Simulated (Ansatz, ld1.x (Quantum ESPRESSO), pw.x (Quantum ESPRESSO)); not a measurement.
# Br (fcc): variants of one RRKJ potential in the solid

ld1.x (Quantum ESPRESSO) 7.5 input, shortened:

```
&input
   title='Br', zed=35., rel=1, dft='PW', iswitch=3,
   config='[Ar] 3d10 4s1 4p6 4d-2'
 /
 &inputp
   pseudotype=2, tm=.false., rho0=0.02, lloc=-1, rcloc=1.35,
   nlcc=.true., rcore=0.95
 /
3
4S  1  0   1.00   0.00  1.35  1.35  0.0
4P  2  1   6.00   0.00  1.80  1.80  0.0
4D  3  2  -2.00   0.10  1.70  1.70  0.0
 &test
   configts(1)='4s1 4p6'
 /
```

Crystal test: fcc Br in pw.x 7.5, no spin, 13³ k-points, Fermi–Dirac smearing 0.01 Ry, cutoffs set for each file from its atomic test. The reference is all-electron LAPW (Ansatz 0.2.0) with the same functional, mesh and smearing; V0 and B0 come from Birch–Murnaghan fits to the pressures at five volumes. Errors are pseudo minus all-electron; Δ is the rms difference of the E(V) curves that follow from these fits, minima aligned, over ±6 % about the mean V0. Mesh and smearing are coarse, so the numbers serve the comparison and aren't converged zero-temperature values; the lattice is a test structure that the element need not adopt.

All-electron: a0 = 4.519 Å (V0 = 23.07 Å³/atom), B0 = 45.8 GPa.

1 further variants are left out: they gave no file fit for a test, a broken result, the same result as the base, or pressures whose basis-set error rivals the error shown.

```csv
change,cutoffs (Ry),pw.x,a0 (Å),a0 error (%),B0 error (%),Δ (meV/atom),mean pressure error (GPa)
base,110/440,converged,4.507,-0.25,+1.4,1.7,-0.35
wave 4d channel at 0.1 Ry: rc 1.70 bohr becomes 4d channel at 0.1 Ry: rc 1.44 bohr,110/440,converged,4.507,-0.26,+1.4,1.8,-0.35
wave 4d channel at 0.1 Ry: rc 1.70 bohr becomes 4d channel at 0.1 Ry: rc 1.78 bohr,110/440,converged,4.507,-0.25,+1.4,1.7,-0.34
wave 4d channel at 0.1 Ry: rc 1.70 bohr becomes 4d channel at 0.1 Ry: rc 2.08 bohr,110/440,converged,4.508,-0.24,+1.4,1.7,-0.33
wave 4d channel at 0.1 Ry: rc 1.70 bohr becomes 4d channel at 0.1 Ry: rc 2.48 bohr,110/440,converged,4.508,-0.23,+1.3,1.6,-0.32
```
